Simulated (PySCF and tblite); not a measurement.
The numbers below are computed, except where a source is named.
C₃H₆O, numbered as in [CH2:1]=[CH:2][CH2:3][OH:4].

Conformers came from 90 starts (ETKDG and KDG, MMFF94s, GFN2-xTB); geometries are PBE0-D3(BJ)/def2-SVP. Free energies are PBE0-D3(BJ)/def2-TZVP single points with GFN2-xTB rigid-rotor and vibrational terms (modes under about 100 cm⁻¹ blended into free rotors). Symmetry numbers and mirror images are counted. Conformers within 4 kcal/mol (GFN2-xTB free energy) were kept, 5 at most. GIAO shieldings: PBE0/pcSseg-1. Shifts are against TMS (¹H), TMS (¹³C) at the same level. Run with PySCF (density fitting) and tblite.

Torsions listed: C1–C2–C3–O4, C2–C3–O4–H4. Of a mirror pair one member is shown.

```json
{"conformer": "1", "shape": "-8°, -60°", "symmetry": "C1 (pair)", "E(GFN2) kcal/mol": "0.00", "E(DFT) kcal/mol": "0.00"}
{"conformer": "2", "shape": "127°, -58°", "symmetry": "C1 (pair)", "E(GFN2) kcal/mol": "0.32", "E(DFT) kcal/mol": "0.14"}
{"conformer": "3", "shape": "0°, 180°", "symmetry": "Cs", "E(GFN2) kcal/mol": "2.04", "E(DFT) kcal/mol": "0.96"}
{"conformer": "4", "shape": "132°, 171°", "symmetry": "C1 (pair)", "E(GFN2) kcal/mol": "2.04", "E(DFT) kcal/mol": "1.65"}
{"conformer": "5", "shape": "124°, 61°", "symmetry": "C1 (pair)", "E(GFN2) kcal/mol": "0.61", "E(DFT) kcal/mol": "1.68"}
```

Task: How much do the weights at 298.15 K and the averaged shift of C1 depend on how the conformers are weighted?

Result: 
```csv
weighting,1 (%),2 (%),3 (%),4 (%),5 (%),δ (ppm),rms dipole (D)
"DFT energy with thermal terms, symmetry and mirror images (full scheme)",45,40,7,5,3,120.9,1.51
DFT energy with symmetry and mirror images,50,40,5,3,3,120.8,1.50
bare DFT energy,47,38,9,3,3,120.7,1.51
GFN2-xTB energy with symmetry and mirror images,50,29,1,2,18,120.8,1.49
GFN2-xTB free energy,45,30,1,2,21,121.1,1.50
leading conformer alone,100,0,0,0,0,118.3,1.46
equal weights,20,20,20,20,20,121.5,1.60
"full scheme, search stopped after three starts",0,90,0,10,0,123.5,1.49
```

The largest departure from the full scheme, 2.6 ppm, comes with: leading conformer alone.
